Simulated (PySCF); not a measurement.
**How well do the runs reproduce experiment for CS?**

**What was measured.**

From NIST CCCBDB Release 22 (SRD 101), experimental dipoles, for the gas: dipole moment (microwave Stark effect, vibrational ground state) 1.958 ± 0.005 D.

Liu, Meijer, Perez-Rios, Phys. Chem. Chem. Phys. 22 (2020) 24191 lists, for the gas: dipole moment 1.958 D.

How close the calculation comes is told at the end.

CS.
Atom-mapped SMILES: `[C-:1]#[S+:2]`

Structure used (CAM-B3LYP/def2-TZVP), in Å, numbered top down from 1:
```xyz
2
CS angstrom
C      0.7550   -0.0697    0.0607
S     -0.7522    0.0710   -0.0749
```

Runs made with PySCF (gas phase, on this CAM-B3LYP/def2-TZVP geometry; no spin–orbit coupling):

```tsv
level	job	basis functions	wall time
CAM-B3LYP/def2-TZVP, grid level 1	geometry optimisation from a GFN2-xTB start	68	1.0 s
```

Hardware: one thread of an AMD EPYC 9R45 (shared host).

## Comparison

**Dipole moment.** Measured: 1.958 D (NIST CCCBDB Release 22 (SRD 101), experimental dipoles) and 1.958 D (Liu, Meijer, Perez-Rios, Phys. Chem. Chem. Phys. 22 (2020) 24191). Differences are taken against the first.

| level | computed (D) | computed − measured (D) | % (from the printed values) |
| --- | --- | --- | --- |
| CAM-B3LYP/def2-TZVP | 1.999 | +0.041 | +2 |

The computed dipoles belong to one fixed geometry; measured ones are averaged over vibrations unless marked μe. Magnitudes are compared, not signs.

The geometry is computed, not the measured one. Where a level misses, the cause wasn't examined.
